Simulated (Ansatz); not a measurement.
**BF₄−: small, medium and large basis sets**

Aim: see how fast density functionals converge with the basis set for BF₄−.

Method: one geometry, several basis sets; program: Ansatz 0.2.0, Gaussian basis.

Levels to be run: PBE0-D4/def2-SVPD; ωB97M-V/def2-SVPD; PBE0-D4/def2-QZVPPD; ωB97M-V/def2-QZVPPD; the functionals' def2-TZVPPD values are taken from earlier runs.

## Step 1: Structure used throughout

All runs share one geometry, relaxed beforehand with PBE0-D4 in a triple-zeta def2 set.

SMILES `F[B-](F)(F)F`, 5 atoms, charge -1, spin multiplicity 1.

Atoms are counted from 1 here; the program's logs count them from 0.

Bond lengths: F1–B2 1.406 Å, B2–F3 1.406 Å, B2–F4 1.406 Å, B2–F5 1.406 Å. Angles: F1–B2–F3 109.5°, F1–B2–F4 109.5°, F1–B2–F5 109.5°, F3–B2–F4 109.5°, F3–B2–F5 109.5°, F4–B2–F5 109.5°.

## Step 2: PBE0-D4 in def2-SVPD

The input, in.yaml:

```yaml
crystal:
  periodic: [false, false, false]
  atoms:
    - {symbol: F, position_ang: [-0.057100, -0.040188, 1.404040]}
    - {symbol: B, position_ang: [0.000017, 0.000013, 0.000056]}
    - {symbol: F, position_ang: [0.948896, -0.931038, -0.457245]}
    - {symbol: F, position_ang: [-1.262527, -0.319066, -0.529668]}
    - {symbol: F, position_ang: [0.370724, 1.290270, -0.417182]}
basis:
  gaussian: {orbitals: def2-SVPD}
total_charge: -1
hamiltonian: {xc: pbe0, dispersion: d4}
output: {orbitals: {seedname: orbitals}}
```

Command:

```console
$ ansatz run in.yaml --threads 2 --pin off --events-out ev --progress --plain --max-ram 32768MiB --backend cpu
```

The runs that follow: ωB97M-V in def2-SVPD; PBE0-D4 in def2-QZVPPD; ωB97M-V in def2-QZVPPD.

Q: Predict the results of all the runs planned. Wanted: PBE0-D4: double and triple zeta above quadruple; ωB97M-V: double and triple zeta above quadruple.

**Answer**, as computed:

```
                                       quantity           value
PBE0-D4: double and triple zeta above quadruple  13.80, 0.54 eV
ωB97M-V: double and triple zeta above quadruple  13.88, 0.48 eV
```

**Reading.** PBE0-D4 gains 13.27 eV from double to triple zeta, then 0.54 eV more. Total energies overstate the basis error of differences, where much of it tends to cancel. The LUMO of ωB97M-V is positive and keeps falling with the basis (5.72 to 4.47 eV): an unbound level that the basis holds in place.
